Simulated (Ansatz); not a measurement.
Reaction: C2H2 (acetylene, SMILES C#C) → C2H2 (parent SMILES C#C, triplet)
Each species at its own B3LYP-D3(BJ)/def2-TZVP minimum (Ansatz, a program for electronic structure).

Quantity: adiabatic triplet-singlet gap (electronic), in kcal/mol. UHF or UKS for unpaired electrons; spin-orbit terms are left out. CBS(X,Y): correlation extrapolated as X^-3, Hartree-Fock from the larger set (Q,5: extrapolated as (X+1)exp(-9√X)). A bracket is a step between two methods taken in the basis named. Functionals run without relativity, which enters their misses. Double hybrids freeze cores in their MP2 part. '+ core + X2C': CCSD(T) terms for core correlation (cc-pwCVTZ) and scalar relativity (cc-pVTZ-DK). The spin of C2H2 (parent SMILES C#C, triplet) was assumed, and the state is the lowest solution found for it.

CCSD(T)/CBS(cc-pVQZ,cc-pV5Z) + [CCSDT(Q) - CCSD(T)]/cc-pVTZ + [CCSDTQ - CCSDT(Q)]/cc-pVDZ + core + X2C (Ansatz) gives 90.1 kcal/mol.

Task: How far off this value is PBE/def2-TZVPD (Ansatz), in which direction, and which of these levels come nearer: r2SCAN/def2-TZVPD, B3LYP/def2-TZVPD, wB97M-V/def2-TZVPD, B2PLYP/def2-TZVPD, CCSD(T)/CBS(cc-pVQZ,cc-pV5Z) + core + X2C?

Result: PBE gives 85.8 kcal/mol, 4.3 kcal/mol below it. Differences of the others: r2SCAN/def2-TZVPD (Ansatz) -10.4; B3LYP/def2-TZVPD (Ansatz) -3.5; wB97M-V/def2-TZVPD (Ansatz) 1.9; B2PLYP/def2-TZVPD (Ansatz) -0.1; CCSD(T)/CBS(cc-pVQZ,cc-pV5Z) + core + X2C (Ansatz) 0.7 kcal/mol. Nearer than PBE: B3LYP/def2-TZVPD, wB97M-V/def2-TZVPD, B2PLYP/def2-TZVPD, CCSD(T)/CBS(cc-pVQZ,cc-pV5Z) + core + X2C.
